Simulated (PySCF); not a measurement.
HPO: bending curve

These are results of PySCF, PBE0, basis P def2-TZVP, O def2-TZVP, H def2-TZVP (no relativity, density fitting), not measurements.

Rigid scan from the singlet minimum (P–H 1.468 Å, P–O 1.478 Å; H–P–O 104.3°). Coordinate: the O–P–H angle, bonds fixed. Energies in kJ/mol from the minimum.

```
bond angle (°)  E (kJ/mol)  dipole size (D)
            80        70.6             2.39
            90        23.2             2.38
           100         2.0             2.34
           110         3.3             2.30
           120        24.4             2.26
           130        63.1             2.23
           140       117.8             2.22
           150       187.4             2.22
           160       270.8             2.21
           170       366.3             2.10
           180       449.8             0.77
```

With the bonds held, the linear shape lies 449.8 kJ/mol from the minimum.
